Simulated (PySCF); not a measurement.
## Working with the constants of LiF⁺

UHF-CCSD(T) constants of LiF⁺, ²Π (doublet), unpaired electrons π ↑ (PySCF, no relativity, basis sets Li pcseg-2, F pcseg-2; masses 7.0160 and 18.9984 u):

```
ωe              : 296.6 cm⁻¹
ωexe            : 12.4 cm⁻¹
Be              : 0.79537 cm⁻¹
αe              : 0.0391 cm⁻¹
D (centrifugal) : 2.29e-05 cm⁻¹
De to Li⁺ + F   : 0.259 eV
```

(1) Give the vibrational terms G(v) and spacings up to v = 2.

(2) How well does the Morse estimate ωe²/(4ωexe) reproduce De, and what is D0?

Correlated steps freeze 1 core orbital. The bond is weak. Basis-set superposition, not corrected here, can be much of De in a small basis, most of all at correlated wavefunction levels. For an ion De counts to the pair picked by the measured ionisation energies or electron affinities, which need not be the lowest pair at this level. The state is the lowest determinant that a PBE0 search found; another state may lie lower at other levels.

Answers

(1) G(v) = ωe(v+½) − ωexe(v+½)².

| v | G(v) (cm⁻¹) | G(v) − G(v−1) | Bv (cm⁻¹) |
| --- | --- | --- | --- |
| 0 | 145 |  | 0.7758 |
| 1 | 417 | 272 | 0.7367 |
| 2 | 664 | 247 | 0.6976 |

(2) It gives 0.220 eV, 85 % of the computed De. D0 = De − G(0) = 0.259 − 0.018 = 0.241 eV.
